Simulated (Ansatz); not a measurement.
Consider Ta in the bcc (W type) structure (space group Im-3m, No. 229).

Ta is taken in the cubic space group Im-3m (No. 229), the bcc (W type) structure, Pearson symbol cI2. Conventional cell: a = 3.282 Å, b = 3.282 Å, c = 3.282 Å, α = 90.00°, β = 90.00°, γ = 90.00°. Ta on 2a sees 8 Ta at 2.842 Å and 6 Ta at 3.282 Å. (Neighbours: up to the widest gap in distance over summed covalent radii, below 1.35, at either atom.)
(The calculation used a cell of 1 atom; values per cell refer to that cell.)

The values are results of PBEsol/PAW in Ansatz (an electronic-structure program), without spin-orbit coupling, earlier PAW set, not measurements.

The change: full substitution Ta → V, then cell and atoms are relaxed.

Measured lattice parameter a: Ta 3.299 Å (static lattice; corrected from measurement; as listed in Daniel Mejia-Rodriguez, S. B. Trickey, Phys. Rev. B (2018)); V 3.021 Å (static lattice; corrected from measurement; as listed in Daniel Mejia-Rodriguez, S. B. Trickey, Phys. Rev. B (2018)).

Task: How well does PBEsol reproduce the measured shift?

Result: With PBEsol the lattice parameter a moves by -0.323 Å (3.282 → 2.959) against -0.278 Å measured.

Stability against distortions was not tested. Seeded moments were not kept for Ta → V. All final runs are without spin polarisation.
